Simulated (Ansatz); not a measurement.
Process, species as SMILES: [F][Al][F] → Al atom + 2 F atom
B3LYP-D3(BJ)/def2-TZVP geometries, fixed; electronic energies without zero-point terms.

Basis-set convergence of the atomisation energy at PBE0 with Ansatz (a quantum-chemistry and plane-wave program). Cartesian d functions, on some or all atoms, in 6-311+G**; all else is spherical. The program fits the integrals of some runs and decomposes those of others, by size. Open shells are unrestricted. No added dispersion term, no relativity. Functions are those of the species that has most. Reference: the value in aug-cc-pV(5+d)Z, 264.17 kcal/mol, itself unsure by roughly 0.14 kcal/mol (its mean distance from pcseg-4, aug-pcseg-3, aug-cc-pV(Q+d)Z). Deviations are taken from unrounded values.

| basis | functions | atomisation energy (kcal/mol) | minus reference (kcal/mol) |
|---|---|---|---|
| 6-31G | 31 | 218.95 | -45.21 |
| pcseg-0 | 31 | 234.65 | -29.52 |
| def2-SVPD | 70 | 259.52 | -4.64 |
| aug-pcseg-1 | 73 | 259.08 | -5.08 |
| 6-311+G** | 75 | 251.42 | -12.74 |
| aug-cc-pV(D+d)Z | 78 | 258.21 | -5.95 |
| pcseg-2 | 94 | 262.92 | -1.25 |
| 6-311++G(3df,3pd) | 125 | 261.97 | -2.19 |
| jun-cc-pV(T+d)Z | 126 | 260.94 | -3.22 |
| aug-pcseg-2 | 142 | 264.27 | 0.10 |
| aug-cc-pV(T+d)Z | 147 | 262.53 | -1.64 |
| cc-pV(Q+d)Z | 174 | 264.83 | 0.66 |
| def2-QZVPP | 184 | 263.73 | -0.43 |
| pcseg-3 | 184 | 264.32 | 0.15 |
| def2-QZVPPD | 208 | 263.65 | -0.52 |
| aug-cc-pV(Q+d)Z | 249 | 264.23 | 0.07 |
| cc-pV(5+d)Z | 282 | 264.23 | 0.06 |
| pcseg-4 | 307 | 264.31 | 0.14 |
